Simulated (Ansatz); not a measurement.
**LiMg (Cmmm)**

Method: Ansatz, DFT r2SCAN, scalar-relativistic, plane waves, PAW.

Cutoff 500 eV; k points 8×12×12 on the computed 6-atom cell (Γ-centred); Gaussian smearing, width 0.10 eV; no spin polarisation.

The structure is relaxed at this level of theory with its symmetry kept. Whether it is the stable form of this composition wasn't checked.

Space group Cmmm (No. 65). a = 3.457 Å, b = 14.532 Å, c = 4.865 Å, α = 90.00°, β = 90.00°, γ = 90.00°
| atom | site | symmetry | x | y | z |
| --- | --- | --- | --- | --- | --- |
| Li | 2a | mmm | 0.0000 | 0.0000 | 0.0000 |
| Li | 4j | m2m | 0.0000 | 0.8299 | 0.5000 |
| Mg | 4i | m2m | 0.5000 | 0.8379 | 0.0000 |
| Mg | 2c | mmm | 0.5000 | 0.0000 | 0.5000 |

Q: Formation energy from the elements' standard states (uncorrected)?

A: -0.052 eV/atom.

Q: Density of states at the Fermi level?

A: 2.44 states/eV per cell.

Q: Bader charges (e)?

A: Li (1 in the cell) 0.83, Li (2 in the cell) 0.83, Mg (2 in the cell) -0.89, Mg (1 in the cell) -0.72.

Cost: 1 run of about 5.1 core-minutes, on Arm Neoverse V2 (shared hosts).